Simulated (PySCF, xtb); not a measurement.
C₄H₄S, SMILES s1cccc1 (connectivity only; charge and spin as stated), charge +1, multiplicity 2.

Harmonic wavenumbers (cm⁻¹) from GFN2-xTB in xtb 6.7.1 at its own minimum, in rising order: 321, 399, 547, 652, 692, 769, 773, 831, 873, 891, 1026, 1048, 1050, 1157, 1190, 1301, 1457, 3103, 3119, 3124, 3138.

Question: What does B3LYP-D3(BJ)/def2-SVP run with PySCF 2.14.0 give at its own minimum? (An estimate is asked for; the answer gives what the named calculation found.)

Answer: 368, 470, 498, 620, 712, 817, 843, 855, 881, 983, 1002, 1070, 1117, 1236, 1354, 1364, 1530, 3220, 3225, 3231, 3241. Paired by order, the mean absolute difference is 66 cm⁻¹ and the zero-point energies are 39.3 and 40.9 kcal/mol.
